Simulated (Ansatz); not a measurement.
# AlNH3O (SMILES [NH2][Al][OH]): USVWN5/def2-SVPD

Aim: the energy change on altering one bond length of AlNH3O at USVWN5/def2-SVPD, from 2 runs. 

Program for the calculation: Ansatz 0.2.0.

60 further runs of the same task are left out: 60 set aside as unsound or not needed. Runs told in other sessions of the task aren't counted.

## (1) The system as given

The species is AlNH3O (6 atoms), meant as a doublet with charge 0. SMILES: `[NH2][Al][OH]`. The shape is that of a PBE0-D4/def2-TZVP optimisation. This is one conformer, not always the lowest.

Bond lengths: N1–Al2 1.769 Å, Al2–O3 1.705 Å, N1–H4 1.009 Å, N1–H5 1.006 Å, O3–H6 0.956 Å. Angles: N1–Al2–O3 116.1°, Al2–N1–H4 124.1°, Al2–N1–H5 125.0°, Al2–O3–H6 122.8°, H4–N1–H5 110.9°.

## (2) The energy at USVWN5/def2-SVPD

Contents of run.yaml:

```yaml
crystal:
  periodic: [false, false, false]
  atoms:
    - {symbol: N, position_ang: [-0.923900, 0.240200, -0.760800]}
    - {symbol: Al, position_ang: [0.595200, 0.601300, 0.070700]}
    - {symbol: O, position_ang: [1.194100, -0.618500, 1.101200]}
    - {symbol: H, position_ang: [-1.434300, -0.623600, -0.657200]}
    - {symbol: H, position_ang: [-1.394700, 0.861600, -1.396800]}
    - {symbol: H, position_ang: [2.005700, -0.525100, 1.596800]}
basis:
  gaussian: {orbitals: def2-SVPD}
magnetization: {spin_polarized: true, initial_magnetization: 1}
hamiltonian: {xc: {name: SVWN5}}
accuracy: high
output: {orbitals: {seedname: orbitals}}
```

Launch:

```sh
ansatz run run.yaml --threads 1 --pin off --max-ram 2610MiB --events-out events.jsonl --progress --plain --runs-dir runs
```

Standard output:

```text
Warning: RAYON_NUM_THREADS=1 ignored (pool sized by the plan → 1); use --threads N
Functional definition: SVWN5
  name "SVWN5"
  exchange = slater_x
  correlation = vwn5_c
1783 factors; integrals over basis functions are off by at most 3.5e-9 eV
mean field evaluation 1: about -10107.4681 eV, gradient 6.5e1 eV
mean field evaluation 2: about -9987.6877 eV, gradient 1.5e2 eV
mean field evaluation 4: about -10121.6028 eV, gradient 2.5e1 eV
mean field evaluation 8: about -10124.1018 eV, gradient 1.7e-1 eV
mean field evaluation 16: about -10124.1020 eV, gradient 1.3e-5 eV
mean field -10124.10195072 eV, -372.0538843262 hartree, gradient 2.5e-8 eV, S^2 0.751414; 0 other end points of the search recorded, 0 dependent functions left out
reference -10124.10195468 eV, -372.0538844717 hartree; 16, 15 occupied and 75, 76 virtual orbitals, 1783 factors
Total energy: -10124.10195468 eV, -372.0538844717 hartree
```

Wall time 5.1 s (1 thread of Arm Neoverse V1, shared host); peak memory 0.24 GiB.

## (3) The distorted shape at the same level

Contents of in.yaml:

```yaml
crystal:
  periodic: [false, false, false]
  atoms:
    - {symbol: N, position_ang: [-0.547271, -0.256905, -0.252015]}
    - {symbol: Al, position_ang: [0.971829, 0.104195, 0.579485]}
    - {symbol: O, position_ang: [1.570729, -1.115605, 1.609985]}
    - {symbol: H, position_ang: [-1.057671, -1.120705, -0.148415]}
    - {symbol: H, position_ang: [-1.394700, 0.861600, -1.396800]}
    - {symbol: H, position_ang: [2.382329, -1.022205, 2.105585]}
basis:
  gaussian: {orbitals: def2-SVPD}
magnetization: {spin_polarized: true, initial_magnetization: 1}
hamiltonian: {xc: {name: SVWN5}}
accuracy: high
output: {orbitals: {seedname: orbitals}}
```

Launch:

```sh
ansatz run in.yaml --threads 1 --pin off --max-ram 2610MiB --events-out events.jsonl --progress --plain --runs-dir runs
```

Standard output:

```text
Warning: RAYON_NUM_THREADS=1 ignored (pool sized by the plan → 1); use --threads N
Functional definition: SVWN5
  name "SVWN5"
  exchange = slater_x
  correlation = vwn5_c
1808 factors; integrals over basis functions are off by at most 3.8e-9 eV
mean field evaluation 1: about -10099.7558 eV, gradient 6.9e1 eV
mean field evaluation 2: about -9931.0178 eV, gradient 1.6e2 eV
mean field evaluation 4: about -10116.3848 eV, gradient 2.3e1 eV
mean field evaluation 8: about -10120.3810 eV, gradient 8.3e-1 eV
mean field evaluation 16: about -10120.3840 eV, gradient 1.1e-3 eV
mean field evaluation 32: about -10120.1216 eV, gradient 2.0e0 eV
mean field -10120.38401387 eV, -371.9172526672 hartree, gradient 6.7e-8 eV, S^2 0.752317; 5 other end points of the search recorded, 0 dependent functions left out
reference -10120.38401801 eV, -371.9172528191 hartree; 16, 15 occupied and 75, 76 virtual orbitals, 1808 factors
Total energy: -10120.38401801 eV, -371.9172528191 hartree
```

Wall time 7.2 s (1 thread of Arm Neoverse V1, shared host); peak memory 0.25 GiB.

## (4) What came out

Level: USVWN5/def2-SVPD.

| quantity | value |
| --- | --- |
| first shape: total energy | -372.05388 Eh |
| first shape: HOMO energy (highest over α and β) | -4.71 eV |
| first shape: LUMO energy (lowest over α and β) | -3.45 eV |
| first shape: ⟨S²⟩ | 0.751 |
| distorted shape: total energy | -371.91725 Eh |
| distorted shape: HOMO energy (highest over α and β) | -4.83 eV |
| distorted shape: LUMO energy (lowest over α and β) | -4.00 eV |
| distorted shape: ⟨S²⟩ | 0.752 |
| energy change with the N1–H5 bond stretched from 1.006 to 1.811 Å | 3.718 eV |

With the N1–H5 bond stretched from 1.006 to 1.811 Å the energy rises by 3.72 eV (359 kJ/mol). The first shape isn't relaxed at this level, so the change isn't measured from a minimum.
